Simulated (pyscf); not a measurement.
Thermochemistry of product channels of `[OH][Ga]([OH])[OH]` + `[H]` [doublet] on the doublet surface, in kcal/mol, from ωB97M-D3(BJ)/def2-TZVP energies (ideal gas, 1 atm, RRHO with modes under 100 cm⁻¹ raised to 100, one conformer, R ln 2 for chiral ones without a mode under 150 cm⁻¹). Structures and frequencies: ωB97X-D3(BJ)/def2-SVP in PySCF.

```csv
products,ΔE,ΔH(298 K),ΔG(298 K),ΔG(1200 K)
`[O][Ga]([OH])[OH]` [doublet] + `[H][H]`,(withheld),+14.6,+12.7,+7.6
`[OH2]` + `[OH][Ga][OH]` [doublet],-17.0,-12.9,-17.0,(withheld)
```

Q: Some entries are withheld; supply them.

A: 
- `[O][Ga]([OH])[OH]` [doublet] + `[H][H]`, ΔE: +15.3
- `[OH2]` + `[OH][Ga][OH]` [doublet], ΔG(1200 K): -25.8

These are energies of the channels, which say nothing of barriers. Elements up to Kr have no core potential and no relativistic terms here.
